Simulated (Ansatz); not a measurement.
Input for Ansatz (development build ahead of 0.2.0):

```yaml
crystal:
  periodic: [false, false, false]
  atoms:
    - { symbol: B, position_ang: [0.0, 0.0, 0.0] }
    - { symbol: S, position_ang: [0.0, 0.0, 1.52855] }
basis:
  gaussian: { orbitals: def2-SVP }
magnetization:
  initial_magnetization: 1
hamiltonian:
  xc: hf
correlation:
  method: ccsd_t
  frozen_orbitals: { B: 1, S: 5 }
```

The input is written out in the form of the current development build from the run's settings. Correlation on restricted open-shell orbitals is semicanonical, with singles.

Results

* Converged: yes
* Reference energy: -422.01247 hartree
* Correlation energy: -0.20903 hartree
* Total energy: -422.22151 hartree
* Stability test: minimum among restricted orbitals
